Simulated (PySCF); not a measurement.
# Structure revision by computed shifts

A compound C5H9N gives the data below (simulated from a calculation) and was assigned the structure `C1=NCCCC1`.

13C{1H} NMR (computed): δ 180.2 (CH), 37.9 (CH), 35.3 (CH), 21.5 (CH3), 21.2 (CH3).

1H NMR (400 MHz, computed): δ 10.35 (d, J = 2.6 Hz, 1H), 1.23 (d, J = 7.4 Hz, 3H), 1.15 (dd, J = 8.9, 2.6 Hz, 1H), 0.98 (d, J = 7.7 Hz, 3H), 0.29 (d of sept, J = 8.9, 7.5 Hz, 1H).

- GIAO PBE0/pcSseg-1 shieldings
- PBE0-D3(BJ)/def2-SVP geometry
- spin–spin couplings from B3LYP/pcJ-1 (spin–dipole term only in couplings to heteroatoms)
- run in PySCF 2.14.0 with density-fitted response routines
- relativity neglected, fast rotation and ring inversion assumed for equivalent nuclei, one conformer, gas phase

References, each an isolated molecule treated in the same way: 1H (σ = 31.27 ppm), 13C (σ = 184.41 ppm) vs TMS.

(1) Compare with the shifts computed for the proposed structure, pairing carbons in order of shift.

(2) Which isomer fits?

Answers

(1) Mapped SMILES: `[CH:1]1=[N:2][CH2:3][CH2:4][CH2:5][CH2:6]1`. Each H is labelled by its parent atom.

```csv
atom,computed for proposal,given list,difference
C1,167.0,180.2,-13.2
C3,51.7,37.9,+13.8
C6,31.3,35.3,-4.0
C4,24.5,21.5,+3.0
C5,20.9,21.2,-0.3
```

The rms difference is 8.9 ppm and the largest +13.8 ppm at C3 (sp3 CH2 bonded to N). The carbon types in order of shift don't match either: CH, CH2, CH2, CH2, CH2 for the proposal against CH, CH, CH, CH3, CH3 in the data. The proposal doesn't fit.

(2) SMILES CC(C)[C@H]1C=N1.

1. Carbon types of the structure: 3 × CH, 2 × CH3, which accounts for all hydrogens.
2. δC 180.2: C=N carbon.
3. δC 35.3: three-membered-ring carbon; deshielded by the electronegative neighbour.
4. δH 10.35: hydrogen on a C=N carbon.
5. δH 1.23, 0.98: hydrogen on a methyl carbon; far from electronegative atoms and π systems.
6. The protons at 0.29 and 0.98 share a coupling of 7.7 Hz (vicinal).
7. The protons at 1.23 and 0.29 share a coupling of 7.4 Hz (vicinal).

Other isomers checked: CC(C)CC#N (rms 26.4 ppm).

The shifts were computed for this structure.

Multiplet labels drop couplings under 1 Hz and merge nearly equal ones. Unscaled 3J(H,H) at this level run about 10 % above measured values. Shifts are as computed. Against solution values, carbons near 30 ppm lie about +2 ppm off and those near 130 ppm about +5 ppm. Of 1211 compounds with measured shifts, 218 miss one by over three times the rms of a fit or turn the order of signals round; such compounds aren't used in these exercises. 3J across rotatable bonds or in flexible rings reflects this conformer alone.
